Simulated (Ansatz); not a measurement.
Ideal-gas functions of C3H2O (`C#CC=O`) at 600 K and 1 bar, from an Ansatz frequency run at PBE0-D4/def2-TZVP.

Molar mass 54.05 g/mol, point group Cs (symmetry number 1), electronic degeneracy 1, moments of inertia 7.326, 104.112, 111.438 u Å². Harmonic wavenumbers (cm⁻¹, unscaled): 218, 278, 639, 694, 752, 967, 1017, 1412, 1794, 2218, 2961, 3473.

Use S(trans) = R[1.5 ln M + 2.5 ln T − 1.1517]; rotational temperatures θ = 24.2544 K / I; S(rot) = R[ln(√π/σ · √(T³/θAθBθC)) + 1.5]; for each mode x = 1.438777 ν̃/T, S = R[x/(eˣ − 1) − ln(1 − e⁻ˣ)] and H = RT x/(eˣ − 1); 1 cm⁻¹ = 0.0119627 kJ/mol; R = 8.31446 J/(mol·K).

Question: By hand: the entropy, in J/(mol·K).

Answer: Translation 173.2. Rotation: θ = 3.3107, 0.233, 0.2176 K, giving 104.4. Vibration, mode by mode: 13.80, 11.84, 5.53, 4.98, 4.45, 2.97, 2.70, 1.27, 0.60, 0.26, 0.06, 0.02, in all 48.5. Electronic 0.0. Sum 326.1 J/(mol·K).

Question: By hand: H − E and G − E in kJ/mol, counted from the electronic energy.

Answer: Zero-point energy ½ × 16423 × 0.0119627 = 98.2; thermal vibration 16.6; translation, rotation and pV give 4 RT = 20.0. H − E = 134.8 kJ/mol, and G − E = 134.8 − 600 × 326.1/1000 = -60.9 kJ/mol.

Vibration gives 15 % of the entropy.
